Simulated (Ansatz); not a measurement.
Species: molecular fluorine, F2, charge 0, multiplicity 1. SMILES: FF
Structure (B3LYP-D3(BJ)/def2-TZVP (Ansatz, a quantum-chemistry and plane-wave program) minimum search):
```xyz
2

F      0.0000     0.0000    -0.6982
F      0.0000     0.0000     0.6982
```
Charge 0, spin multiplicity 1.

Quantity: vertical triplet-singlet gap, E(triplet) - E(singlet), in eV. Terms: 6-311+G** with 5d; open shells spin-unrestricted; each state is the SCF solution reached for its charge and spin; six Cartesian d functions in 6-31G* and its kin unless marked 5d; no spin-orbit coupling; non-relativistic. First-principles rows: single points at B3LYP-D3(BJ) geometries (Ansatz). Levels can end on unlike triplets.

```json
[
 {"level": "B3LYP/STO-3G", "program": "Ansatz", "vertical triplet-singlet gap, E(triplet) - E(singlet) (eV)": "3.93"},
 {"level": "B3LYP/3-21G", "program": "Ansatz", "vertical triplet-singlet gap, E(triplet) - E(singlet) (eV)": "3.22"},
 {"level": "B3LYP/6-31G*", "program": "Ansatz", "vertical triplet-singlet gap, E(triplet) - E(singlet) (eV)": "3.23"},
 {"level": "B3LYP/6-311+G**", "program": "Ansatz", "vertical triplet-singlet gap, E(triplet) - E(singlet) (eV)": "3.07"},
 {"level": "B3LYP/def2-TZVPD", "program": "Ansatz", "vertical triplet-singlet gap, E(triplet) - E(singlet) (eV)": "3.15"}
]
```

No value to compare with is used here. The 4 habitual levels span 3.07 (B3LYP/6-311+G**) to 3.93 eV (B3LYP/STO-3G); B3LYP/def2-TZVPD gives 3.15.

The sets are all those run for this method; runs whose electronic state is in doubt are left out.
